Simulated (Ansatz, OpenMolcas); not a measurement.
From Ansatz to OpenMolcas

This Ansatz 0.2.0 job computes doublet PN+:

job.yaml:
```yaml
crystal:
  periodic: [false, false, false]
  atoms:
    - {symbol: N, position_ang: [0.000000, 0.000000, 0.000000]}
    - {symbol: P, position_ang: [0.000000, 0.000000, 1.490866]}
basis:
  gaussian:
    orbitals: aug-cc-pVTZ
total_charge: 1
magnetization:
  spin_polarized: true
  initial_magnetization: 1
hamiltonian:
  xc: {name: SVWN5}
accuracy: high
output:
  orbitals: {seedname: orbitals}
```

```bash
$ ansatz run job.yaml --threads 1 --pin off --max-ram 3480MiB --events-out events.jsonl --progress --plain --runs-dir runs
```

The bond length is the one measured for the parent species.

It gives a total energy of -393.968005 Eh.

**Question.** Translate the job to OpenMolcas 26.06 as an input file of the program's own.

**Answer.** One way, which was run:

calc.inp:
```
>>> EXPORT MOLCAS_PRINT=2

&GATEWAY
  BasLib=$CurrDir
  BasisSet
  N.aug-cc-pVTZ....
  N1 0.000000 0.000000 0.000000 angstrom
  End of Basis
  BasisSet
  P.aug-cc-pVTZ....
  P2 0.000000 0.000000 1.490866 angstrom
  End of Basis

&SEWARD
  GridInput
  Grid=UltraFine
  End of Grid

&SCF
  UHF
  Charge=1
  Spin=2
  KSDFT=SVWN5
  Thresholds=1e-10 1e-07 1e-07 1e-05
  PrOrbitals=1 1
```

```bash
$ export MOLCAS_MEM=1860
$ pymolcas calc.inp > calc.log
```

(Basis files named in the input come from the Basis Set Exchange and aren't shown.)

Its energy is -393.968005 Eh, 0.000 mEh from the first.
